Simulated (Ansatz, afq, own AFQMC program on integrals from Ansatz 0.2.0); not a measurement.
## GeH4⁺, doublet in 6-31G, levels against full CI

```yaml
atoms:
  - { symbol: Ge, position_ang: [0.0000, 0.0000, 0.0000] }
  - { symbol: H, position_ang: [0.4968, 0.9150, 0.9138] }
  - { symbol: H, position_ang: [-0.5043, -0.9113, 0.9134] }
  - { symbol: H, position_ang: [-0.4949, 0.9123, -0.9176] }
  - { symbol: H, position_ang: [0.5025, -0.9160, -0.9097] }
```

Basis 6-31G. Only valence electrons are correlated. Ansatz 0.2.0 and our own AFQMC program on the same integrals; the CISD trial comes from CCSD amplitudes, and released means the phaseless constraint is let go. Error bars are statistical, one sigma. No spin–orbit coupling.

Determinant: UHF, the one that the program's search chose, which needn't be the lowest solution. The geometry is a point of a scan.

Full CI on the same integrals is exact in this basis and with this determinant's frozen core.

Cautions: no relativity below Rb; no spin-orbit coupling; inner d shell frozen.

The T1 diagnostic is 0.0154 and the weight of the determinant in the CISD state is 0.939. The ⟨S²⟩ of the determinant is 0.771. The size of the correlated space is 7 electrons in 23 orbitals.

Reference: full CI, correlation energy -2.186 eV. The released energy is read at 2.40 1/Eh (meV from the phaseless value at times in 1/Eh: -3.6 ± 0.7 at 0.24, -5.2 ± 0.6 at 0.51, -6.4 ± 0.5 at 0.99, -7.5 ± 0.5 at 1.62, -8.3 ± 0.5 at 2.40).

```json
{"level": "HF", "E − E(reference) (kJ/mol)": "210.9", "share of correlation (%)": "0.00"}
{"level": "MP2", "E − E(reference) (kJ/mol)": "66.6", "share of correlation (%)": "68.41"}
{"level": "CCSD", "E − E(reference) (kJ/mol)": "4.7", "share of correlation (%)": "97.80"}
{"level": "CCSD(T)", "E − E(reference) (kJ/mol)": "1.4", "share of correlation (%)": "99.34"}
{"level": "ph-AFQMC/CISD", "E − E(reference) (kJ/mol)": "0.9 ± 0.2", "share of correlation (%)": "99.60"}
{"level": "released AFQMC", "E − E(reference) (kJ/mol)": "0.1 ± 0.05", "share of correlation (%)": "99.97"}
```

A walk keeps the symmetry of its determinant, which the program's search chose and which needn't be the lowest solution, so a lower state of the same spin and another symmetry isn't excluded. Released energies are given only where the last usable release times agree within the noise; a slower fall can still hide under it.
